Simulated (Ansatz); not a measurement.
```yaml
atoms:
  - { symbol: C, position_ang: [0.8500, -0.0240, 0.0380] }
  - { symbol: C, position_ang: [-0.4837, 0.7410, -0.0041] }
  - { symbol: C, position_ang: [-0.4266, -0.7362, -0.0454] }
  - { symbol: H, position_ang: [1.4780, -0.0283, 0.8593] }
  - { symbol: H, position_ang: [1.4914, 0.0411, -0.9010] }
  - { symbol: H, position_ang: [-0.7926, 1.2765, -0.8901] }
  - { symbol: H, position_ang: [-0.7076, 1.2994, 0.8768] }
  - { symbol: H, position_ang: [-0.7230, -1.3370, 0.8562] }
  - { symbol: H, position_ang: [-0.7259, -1.2768, -0.9038] }
```

RHF-MP2 on singlet C3H6 was run in several spherical basis sets with Ansatz (development build ahead of 0.2.0). Frozen core: 3 orbitals.

Question: Rank the basis sets by the total energy that they give, lowest first, with the distance from the lowest.
A. 6-31G(d)
B. cc-pVDZ
C. def2-SVP

Answer: B (0.00 eV), A (1.23 eV), C (2.44 eV).

Totals follow the description of the cores as much as that of the bonds, so this order isn't one of quality for chemistry.
